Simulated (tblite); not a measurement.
Species: C5H5S (charge -1).
Atom-mapped SMILES: `[CH2:1]=[C:2]([S-:3])[C:4]#[C:5][CH3:6]` (hydrogens: H7, H8 on C1; H9, H10, H11 on C6)

Computed geometry: GFN2-xTB, gas phase.

Q: List the bond lengths and angles at this level.

A: 
| bond | length (Å) | order |
| --- | --- | --- |
| C1=C2 | 1.349 | double |
| C2–S3 | 1.723 | single |
| C2–C4 | 1.420 | single |
| C4≡C5 | 1.205 | triple |
| C5–C6 | 1.454 | single |
| C1–H7 | 1.078 | single |
| C1–H8 | 1.082 | single |
| C6–H9, C6–H10, C6–H11 | 1.093 | single |

Bonds in one row agree within 0.01 Å and their mean is given. Orders are formal, as drawn. A selection of angles:
| angle | degrees |
| --- | --- |
| C2–C1–H7 | 121.2 |
| C2–C1–H8 | 121.5 |
| H7–C1–H8 | 117.3 |
| C1–C2–S3 | 125.5 |
| C1–C2–C4 | 120.0 |
| S3–C2–C4 | 114.5 |
| C2–C4–C5 | 174.3 |
| C4–C5–C6 | 178.5 |
| C5–C6–H9 | 110.7 |
| C5–C6–H10 | 110.4 |
| H9–C6–H10 | 108.4 |

C2 (fully substituted alkene carbon) is planar (angles 125.5°, 120.0° and 114.5°, sum 360.0°, 0.00 Å off the plane of its three neighbours). The 4 C–C bonds span 1.205 Å (C4≡C5, drawn triple) to 1.454 Å (C5–C6, drawn single), a spread of 0.249 Å. The 6 heavy atoms lie in one plane (0.001 Å rms). C1 (carbon bonded to C and 2 H) is planar (angles 121.5°, 121.2° and 117.3°, sum 360.0°, 0.00 Å off the plane of its three neighbours).

GFN2-xTB frequencies show an imaginary mode (28i cm⁻¹), so the point is no minimum at that level.
